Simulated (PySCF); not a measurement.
Metal–ligand bonds in Ti(F)3–Y. All species are isolated molecules in the gas phase. One relaxed conformer stands for each flexible species; it need not be the lowest. Multiplicities are imposed; where one is given, others were not computed. Strings in code marks are SMILES.

These are PySCF with PBE-D3(BJ)/def2-TZVP // PBE-D3(BJ)/def2-SVP values and carry that method's errors. 

```tsv
species	highest occupied spin orbital (eV)	dipole moment (D)
free radical OH	-7.14	?
free radical CH3 (`[CH3]`)	-5.38	0.00
free radical OCH3 (`C[O]`)	-5.97	?
free radical N(CH3)2	-5.56	1.70
```

**Question.** What belongs in the gaps?

**Answer.** 
- free radical OH, dipole moment (D): 1.73
- free radical OCH3 (`C[O]`), dipole moment (D): 2.10
